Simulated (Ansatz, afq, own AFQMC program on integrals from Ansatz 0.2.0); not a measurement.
**Al2HCl, singlet: AFQMC among the cluster methods**

```xyz
4

Al    0.0000    0.1663    2.5928
Al    0.0000   -0.4686    0.0098
Cl    0.0000    0.1975   -2.0108
H     0.0000    1.1475    1.0581
```

Connectivity, by distances: Al–Al–Cl, 1 bridging H.

Basis cc-pVDZ. Only valence electrons are correlated. Integrals, coupled cluster, full CI and functionals: Ansatz 0.2.0; the random walks run on the same integrals in our own AFQMC program. ph-AFQMC/CISD is guided by a CISD state made of CCSD amplitudes; releasing the constraint for a short imaginary time cuts its bias at the price of noise, slowly where states lie close. Free AFQMC starts from the CCSD state and is never constrained. Its projection time is finite, and what remains of the start isn't in its error. Error bars are statistical, one sigma.

Determinant: RHF, the one that the program's search chose, which needn't be the lowest solution. The geometry is a PBE0/def2-TZVP stationary point of this or a neighbouring charge and spin state.

No full CI on the walks' own integrals is used here; CCSDT(Q) serves as the reference and is uncertain by about the last step of the cluster series.

Cautions: restricted determinant unstable towards unrestricted (UHF 18 meV lower, ⟨S²⟩ 0.25).

* T1 diagnostic: 0.0149
* weight of the determinant in the CISD state: 0.820
* size of the correlated space: 14 electrons in 44 orbitals

```
  level  correlation energy (eV)
    MP2                  -6.6276
   CCSD                  -7.7378
CCSD(T)                  -7.9626
```

Q: Estimate where free-projection AFQMC lies against CCSD(T) on the same integrals.

A: 1.45 ± 0.46 kcal/mol below CCSD(T).

Reference: CCSDT(Q), correlation energy -8.019 eV. The released energy is read at 2.40 1/Eh (meV from the phaseless value at times in 1/Eh: 15 ± 20 at 0.24, 9 ± 20 at 0.51, 0 ± 22 at 0.99, 16 ± 19 at 1.62, -7 ± 21 at 2.40).

```csv
level,E − E(reference) (kcal/mol),share of correlation (%)
CCSD(T),1.30,99.30
CCSDT,0.46,99.75
ph-AFQMC/HF,0.59 ± 1.17,99.68
ph-AFQMC/CISD,-0.37 ± 0.35,100.20
released AFQMC,-0.54 ± 0.48,100.29
free AFQMC,-0.15 ± 0.46,100.08
```

Free projections are given only where their last times agree within the noise and don't stop above the reference; a slow remainder of the start can still hide under it. A walk keeps the symmetry of its determinant, which the program's search chose and which needn't be the lowest solution, so a lower state of the same spin and another symmetry isn't excluded. Released energies are given only where the last usable release times agree within the noise; a slower fall can still hide under it.
